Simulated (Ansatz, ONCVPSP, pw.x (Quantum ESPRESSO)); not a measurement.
**What a changed setting does to a pw.x run (bcc W)**

Potential: optimised norm-conserving Vanderbilt (ONCV), ONCVPSP 4.0.1.1 (patched build), PBE; core [Kr] 4d10 4f14, reference 5s2 5p6 5d4.5 6s1.5; waves: 5s+6s: rc 1.65 bohr, ncon 4, nbas 6, qcut 6.4 1/bohr, 3 projectors, debl 1.9 Ha; 5p: rc 1.90 bohr, ncon 4, nbas 8, qcut 7.2 1/bohr, 2 projectors, debl 1.8 Ha; 5d: rc 2.40 bohr, ncon 4, nbas 9, qcut 7 1/bohr, 2 projectors, debl 2.8 Ha; local part: polynomial inside 1.30 bohr (lpopt 5, dvloc0 0 Ha); core correction: none.

The reference run (k-mesh 14³, cutoffs 60/240 Ry, Fermi–Dirac 0.01 Ry, mixing_beta 0.4, conv_thr 1e-9, no spin) gives -3.24 GPa at 16.130 Å³/atom, where all-electron LAPW gives 0.30 GPa. This run, with its own iteration cap, changes nspin = 2 with starting_magnetization to -0.3.

```
&control
  calculation='scf', prefix='x', pseudo_dir='./', outdir='./tmp', tstress=.true., disk_io='none'
/
&system
  ibrav=0, nat=1, ntyp=1, ecutwfc=60, ecutrho=240, nbnd=15,
  occupations='smearing', smearing='fd', degauss=0.01, nspin=2, starting_magnetization(1)=-0.3
/
&electrons
  conv_thr=1e-09, mixing_beta=0.4, electron_maxstep=50
/
ATOMIC_SPECIES
W 1.0 W.UPF
CELL_PARAMETERS angstrom
  -1.59168867 1.59168867 1.59168867
  1.59168867 -1.59168867 1.59168867
  1.59168867 1.59168867 -1.59168867
ATOMIC_POSITIONS crystal
W 0.0000 0.0000 0.0000
K_POINTS automatic
14 14 14 0 0 0
```

```bash
pw.x < W.scf.in > W.scf.out
```

Q: How does the run end?

A: It converges in 11 iterations; the free energy moves by +0.0 meV/atom and the pressure by +0.01 GPa. The result is that of the reference run.

```
Message from routine setup:
     using ibrav=0 with symmetry is DISCOURAGED, use correct ibrav instead
     lattice parameter (alat)  =       5.2098  a.u.
     unit-cell volume          =     108.8506 (a.u.)^3
     number of electrons       =        14.00
     number of Kohn-Sham states=           15
     kinetic-energy cutoff     =      60.0000  Ry
     charge density cutoff     =     240.0000  Ry
     scf convergence threshold =      1.0E-09
     Exchange-correlation= PBE
     atomic species   magnetization
     number of k points=   104  Fermi-Dirac smearing, width (Ry)=  0.0100
     iteration #  1     ecut=    60.00 Ry     beta= 0.40
     total energy              =    -137.17506286 Ry
     estimated scf accuracy    <       0.19005682 Ry
     total magnetization       =    -0.61 Bohr mag/cell
     absolute magnetization    =     0.61 Bohr mag/cell
     iteration #  2     ecut=    60.00 Ry     beta= 0.40
     total energy              =    -137.25095040 Ry
     estimated scf accuracy    <       0.06329798 Ry
     total magnetization       =    -0.36 Bohr mag/cell
     absolute magnetization    =     0.36 Bohr mag/cell
     iteration #  3     ecut=    60.00 Ry     beta= 0.40
     total energy              =    -137.26360643 Ry
     estimated scf accuracy    <       0.00408054 Ry
     total magnetization       =    -0.12 Bohr mag/cell
     absolute magnetization    =     0.12 Bohr mag/cell
     [... 5 iterations left out ...]
     iteration #  9     ecut=    60.00 Ry     beta= 0.40
     total energy              =    -137.26480801 Ry
     estimated scf accuracy    <       0.00000001 Ry
     total magnetization       =    -0.00 Bohr mag/cell
     absolute magnetization    =     0.00 Bohr mag/cell
     iteration # 10     ecut=    60.00 Ry     beta= 0.40
     total energy              =    -137.26480801 Ry
     estimated scf accuracy    <          1.4E-09 Ry
     total magnetization       =     0.00 Bohr mag/cell
     absolute magnetization    =     0.00 Bohr mag/cell
     iteration # 11     ecut=    60.00 Ry     beta= 0.40
     the Fermi energy is    21.9844 ev
!    total energy              =    -137.26480801 Ry
     estimated scf accuracy    <          1.9E-11 Ry
     smearing contrib. (-TS)   =      -0.00245213 Ry
     The total energy is F=E-TS. E is the sum of the following terms:
     one-electron contribution =     -20.08696348 Ry
     hartree contribution      =      16.70227252 Ry
     xc contribution           =     -15.30652382 Ry
     ewald contribution        =    -118.57114110 Ry
     total magnetization       =    -0.00 Bohr mag/cell
     absolute magnetization    =     0.00 Bohr mag/cell
     convergence has been achieved in  11 iterations
          total   stress  (Ry/bohr**3)                   (kbar)     P=      -32.29
     Message from routine punch:
     Nothing written, as per user request (disk_io='none')
```

The run took about 12 s on one core of a shared host (AMD EPYC 9R45 96-Core Processor, 96 threads, 376 GiB, load 17).
